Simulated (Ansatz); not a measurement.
Stepwise reaction of `NBN` with water, as a gas-phase model of exchange steps in deposition or etching. ΔE in kJ/mol.

Computed with Ansatz on PBE0-D4/def2-TZVP structures; ΔE is electronic, products minus reactants. CCSD(T)/CBS adds triple-zeta CCSD(T) − MP2 to the extrapolated MP2 energy (def2 sets, frozen cores). This one scheme is used for every species. DFT in def2-TZVPP. B3LYP here is the variant with VWN-RPA as its local correlation; programs differ in this. Each species was taken in one conformer, which may not be the lowest.

| step | reaction | PBE-D4 | B3LYP-D4 | ωB97M-V | CCSD(T)/CBS |
| --- | --- | --- | --- | --- | --- |
| 1 | `NBN` + H₂O → `NBO` + NH₃ | -24.6 | -26.5 | -26.9 | -24.5 |
| 2 | `NBO` + H₂O → `OBO` + NH₃ | -20.4 | -22.3 | -22.6 | -20.4 |

(1) By hand: ΔE of the 2 steps together at CCSD(T)/CBS.

Answers

(1) (-24.5) + (-20.4) = -44.9 kJ/mol, or -22.4 kJ/mol a step.

In ΔE the steps differ by no more than 4.1 kJ/mol. All are downhill at CCSD(T)/CBS. PBE-D4 differs from CCSD(T)/CBS by -0.1 to 0.0 kJ/mol a step. Isolated molecules leave out the surface, adducts and barriers. Largest T1 diagnostic: 0.013.
